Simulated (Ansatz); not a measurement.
## Worked example: a bond strength in SiH2O2 (SMILES O[Si]O)

The species is SiH2O2 (5 atoms), meant as a singlet with charge 0. SMILES: `O[Si]O`. The shape was relaxed beforehand at r2SCAN/def2-SVP. This is one conformer, not always the lowest.

```xyz
5

O    -1.4590   -0.1055   -0.2790
Si   -0.2182   -0.8081    0.5799
O     1.0328    0.1945    0.0621
H    -1.2099    0.6517   -0.8331
H     1.9043   -0.0063    0.4286
```

Wanted: the dissociation energy of the H5–O3 bond into doublet H and doublet SiHO2 (shapes relaxed at r2SCAN/def2-SVP, no zero-point term). 1 Eh = 2625.50 kJ/mol = 27.2114 eV. Totals in Eh; open shells run unrestricted unless said.

```
             level  program       SiH2O2  doublet H  doublet SiHO2
    PBE/def2-TZVPP   Ansatz  -440.986792  -0.499616    -440.338217
 r2SCAN/def2-TZVPP   Ansatz  -441.189231  -0.499927    -440.539960
wB97M-V/def2-TZVPP   Ansatz  -441.236100  -0.494111    -440.575779
```

Question: Work out the dissociation energy at each level.

Answer: 
1. PBE/def2-TZVPP: (-0.499616) + (-440.338217) − (-440.986792) = 0.148959 Eh = 391.1 kJ/mol = 4.05 eV.
2. r2SCAN/def2-TZVPP: (-0.499927) + (-440.539960) − (-441.189231) = 0.149344 Eh = 392.1 kJ/mol = 4.06 eV.
3. wB97M-V/def2-TZVPP: (-0.494111) + (-440.575779) − (-441.236100) = 0.166210 Eh = 436.4 kJ/mol = 4.52 eV.

The levels span 391 to 436 kJ/mol; no measured value is set beside them. A bond enthalpy at 298 K also holds the loss of zero-point energy and thermal terms.
